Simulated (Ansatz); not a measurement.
A run of Ansatz (development build ahead of 0.2.0) on doublet CO₂(+) at this shape:

```yaml
atoms:
  - { symbol: O, position_ang: [0.2058, 1.1542, -0.0436] }
  - { symbol: C, position_ang: [-0.0382, 0.0385, 0.0386] }
  - { symbol: O, position_ang: [-0.1568, -1.1846, 0.0679] }
```

Its results:

```json
{"Converged": "yes", "Reference energy": "-187.02086 hartree", "Correlation energy": "-0.41790 hartree", "Total energy": "-187.43876 hartree", "Spin squared of the determinant": "0.952", "Stability test": "minimum"}
```

Forces (eV/Å):
| atom | Fx | Fy | Fz |
| --- | --- | --- | --- |
| O1 | -1.167 | -3.389 | 0.424 |
| C2 | 1.514 | 2.964 | -0.573 |
| O3 | -0.347 | 0.425 | 0.149 |

**Question.** Which input gives this output? Name the method, the orbitals and the basis set, and write the input.

**Answer.** UHF-MP2 in def2-SVP.

```yaml
crystal:
  periodic: [false, false, false]
  atoms:
    - { symbol: O, position_ang: [0.20582, 1.15424, -0.04361] }
    - { symbol: C, position_ang: [-0.0382, 0.03848, 0.03864] }
    - { symbol: O, position_ang: [-0.15682, -1.18461, 0.0679] }
basis:
  gaussian: { orbitals: def2-SVP }
total_charge: 1
magnetization:
  spin_polarized: true
  initial_magnetization: 1
hamiltonian:
  xc: hf
correlation:
  method: mp2
  frozen_orbitals: { C: 1, O: 1 }
output:
  forces: true
```

Caution: the unrestricted determinant is spin contaminated; MP2 forces lie far from those of the mean fields.
